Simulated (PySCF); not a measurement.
C5H11N.
Structure used (PBE0-D3(BJ)/def2-SVP), in Å, numbered top down from 1:
```
atom  x, y, z in Å
C1     2.034   -0.056    0.551
N2     0.601   -0.027    0.524
C3    -0.027   -1.133   -0.161
C4    -1.500   -0.722   -0.252
C5    -1.473    0.818   -0.136
C6     0.015    1.159   -0.057
H7     2.491   -0.020   -0.466
H8     2.423    0.800    1.124
H9     2.387   -0.976    1.043
H10    0.133   -2.078    0.382
H11    0.398   -1.269   -1.185
H12   -1.957   -1.069   -1.190
H13   -2.079   -1.163    0.572
H14   -1.965    1.321   -0.982
H15   -1.986    1.144    0.781
H16    0.230    2.050    0.554
H17    0.421    1.356   -1.079
```

Linear response at CAM-B3LYP/def2-SVPD (PySCF, frozen core in the response, non-relativistic).

Static isotropic polarisability: 68.29 au (10.12 Å³), principal values 61.4, 68.6, 74.9 au.

**Question.** What is the polarisability at 1064 nm and at the sodium D line?

**Answer.** 68.78 au at 1064 nm (+0.7 %), 69.93 au at 589.3 nm (+2.4 %). The rise at 589.3 nm is 3.36 times that at 1064 nm; a pure ω² law gives 3.26. The lowest singlet lies at 207 nm, shorter than both wavelengths.

**Question.** What is the isotropic C6 coefficient between two such molecules, C6 = (3/π)∫α(iω)² dω?

**Answer.** 2066 au (Eh·bohr⁶) by a ten-point quadrature over imaginary frequencies, which is 1230 eV·Å⁶ or 119 J·nm⁶/mol.

**Question.** Which effective excitation energy ω̄ makes London's formula C6 = (3/4)α²ω̄ exact here?

**Answer.** ω̄ = 4·C6/(3α²) = 0.591 Eh = 16.1 eV. A one-pole form α(ω) = α/(1 − ω²/ω̄²) fitted to the 1064 nm value gives 13.8 eV.

**Question.** What n − 1 at the D line would an ideal gas of it have at 273.15 K and 1 atm (2.6868 × 10¹⁹ cm⁻³), by n − 1 = 2π·N·α′?

**Answer.** 17.49 × 10⁻⁴, a formal value whether or not that pressure can be reached.

**Question.** How anisotropic is the static polarisability, by Δα² = ½[(α1 − α2)² + (α2 − α3)² + (α3 − α1)²]?

**Answer.** Δα = 11.6 au, or 0.17 of the isotropic value.

**Question.** What molar refraction at the D line follows from R = (4π/3)·N_A·α′, with α′ the polarisability volume?

**Answer.** α′ = 10.36 Å³ gives R = 26.14 cm³/mol, for isolated, non-vibrating species.

**Question.** What three-body coefficient follows from the one-pole estimate C9 = (3/4)·α·C6?

**Answer.** 106000 au. This is an estimate from the two numbers above, not a computed integral.

**Question.** The lowest 6 singlets have (eV, f): 6.00, 0.024; 6.79, 0.023; 6.93, 0.002; 7.24, 0.106; 7.70, 0.009; 7.84, 0.004. What share of the static polarisability do they carry in the sum over states α = Σ f/ω²?

**Answer.** 2.55 au, 3.7 % of α; the largest term, 1.49 au, is that of the state at 7.24 eV. Their oscillator strengths add up to 0.17. Higher states carry the rest.

Hardware: one thread of an AMD EPYC 7571, no GPU, on a shared host. Cost: 80 s of wall time (grids of density and orbitals included), 0.91 GiB resident at most. This is the whole response run at CAM-B3LYP/def2-SVPD, SCF included.

One conformer stands for the species.
